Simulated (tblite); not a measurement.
Species: C₅H₇O (doublet state).
SMILES with atom numbers: `[CH2:1]=[C:2][CH2:3][O:4][CH:5]=[CH2:6]` (hydrogens: H7, H8 on C1; H9, H10 on C3; H11 on C5; H12, H13 on C6)

Structure used (GFN2-xTB), in Å, numbered top down from 1:
```xyz
13
C5H7O angstrom
C      2.7815   -0.4372    0.3883
C      1.6182   -0.9807    0.2586
C      0.2070   -0.6943    0.0594
O     -0.0095    0.7205   -0.0370
C     -1.2794    1.1376   -0.2257
C     -2.3874    0.4219   -0.3386
H      3.6784   -1.0201    0.5386
H      2.9442    0.6414    0.3560
H     -0.3757   -1.0932    0.9036
H     -0.1459   -1.1782   -0.8639
H     -1.2941    2.2191   -0.2800
H     -3.3289    0.9153   -0.4877
H     -2.4127   -0.6515   -0.2893
```

Calculated harmonic vibrations of the isolated species, GFN2-xTB (tblite), most abundant isotopes, no scaling. Against measured fundamentals such values can be off by several per cent, at times by over 20. One conformer, not necessarily the lowest. Open shells enter through the occupations alone, without spin polarisation, and single modes of such species can be off by tens of per cent.

Harmonic wavenumbers (cm⁻¹): 55.8, 85.8, 120.4, 233.1, 241.7, 416.2, 449.1, 577.5, 644.6, 822.6, 846.5, 911.1, 934.2, 968.8, 988.4, 989.8, 995.8, 1146.6, 1185.7, 1272.7, 1308.1, 1352.2, 1405.0, 1443.1, 1706.8, 1827.6, 2844.0, 2872.5, 2875.6, 3046.4, 3051.2, 3132.6, 3161.7.

A = 14793, B = 1786, C = 1610 MHz; mass 83.050 u (most abundant isotopes); point group Cs, symmetry number 1; spin multiplicity 2.

Question: What is the zero-point energy?

Answer: Half the sum of the wavenumbers: 21957 cm⁻¹ = 62.78 kcal/mol.

Question: Entropy at 273.15 K, 1 bar (ideal gas, RRHO, classical rotation)?

Answer: Translation 38.76, rotation 26.17, vibration 17.30, spin (R ln 2) 1.38: S = 83.6 cal/(mol K).

Question: And Cp and H(273.15 K) − H(0)?

Answer: Cp = 25.39 cal/(mol K), of which vibrations give 17.44 (their classical limit is 33 R = 65.6); H(273.15 K) − H(0) = 4.63 kcal/mol without the zero-point energy, 2.45 from vibrations.

Question: Blend soft modes into free rotors: weight 1/[1 + (100 cm⁻¹/ν̃)⁴] for the oscillator and the rest for a rotor with moment μB/(μ + B), μ = h/(8π²ν), B = 10⁻⁴⁴ kg m². What vibrational entropy results?

Answer: 15.79 cal/(mol K) in place of 17.30, which changes −T·S at 273.15 K by +0.41 kcal/mol.

Question: What must be added to the electronic energy to get the Gibbs energy at 273.15 K and 1 bar?

Answer: ZPE + [H(273.15 K) − H(0)] − T·S = 62.78 + 4.63 − 22.83 = 44.58 kcal/mol.

Question: How do the functions run with temperature in this model?

Answer: 
```csv
T (K),S (cal/(mol K)),Cp (cal/(mol K)),H − H(0) (kcal/mol),G − H(0) (kcal/mol),ln q(vib)
100,64.3,15.1,1.15,-5.28,1.20
200,76.5,20.7,2.94,-12.35,2.96
300,86.1,27.2,5.33,-20.49,4.63
500,102.9,39.0,12.01,-39.42,7.89
800,123.9,50.5,25.59,-73.55,12.60
1000,135.8,55.5,36.22,-99.54,15.54
```

q(vib) and H(0) count from the zero-point level.

Hindered rotation and anharmonicity are outside this model. Other conformers, if any are populated, would add a mixing term that is left out.
